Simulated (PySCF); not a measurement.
Molecule: N,N,N',N'-tetramethylmethanediamine, C5H14N2.

Structure with atom numbers: `[CH3:1][N:2]([CH3:3])[CH2:4][N:5]([CH3:6])[CH3:7]` (H(Xn): hydrogen on atom n).

Spin–spin couplings on one PBE0-D3(BJ)/def2-SVP geometry, PySCF 2.14, gas phase, non-relativistic, equivalent pairs averaged (spin–dipole term only in couplings to heteroatoms); isotopes 13C, 1H; functional B3LYP.

Reference values (Hz): 1J(C4,H(C4)) = 136.6 (measured; liquid or solution (compiled); San Fabian, Garcia de la Vega, Suardiaz et al., Magn. Reson. Chem. 2013, 51, 775 (SI)).

Q: How do the couplings (Hz) change with the basis set? Times are CPU seconds on shared hosts with different chips, so compare them loosely. Far from the basis limit: 6-31G*, pcJ-0, 6-31G-J, def2-TZVP.

A: 
| basis set | functions | 1J(C4,H(C4)) | abs. error | core-s |
| --- | --- | --- | --- | --- |
| 6-31G* | 126 | 150.9 | 14.3 | 16 |
| pcJ-0 | 133 | 121.4 | 15.2 | 17 |
| 6-31G-J | 140 | 144.6 | 8.0 | 20 |
| def2-TZVP | 301 | 132.1 | 4.5 | 60 |
| pcJ-1 | 329 | 140.1 | 3.5 | 150 |

Errors compare magnitudes, without vibrational corrections. Closest: pcJ-1; furthest: pcJ-0.

The Fermi-contact term samples the wavefunction at the nucleus, which is why sets with added tight s functions (names with J) are made for couplings. Agreement of an ordinary basis with the reference is then largely a cancellation of errors.
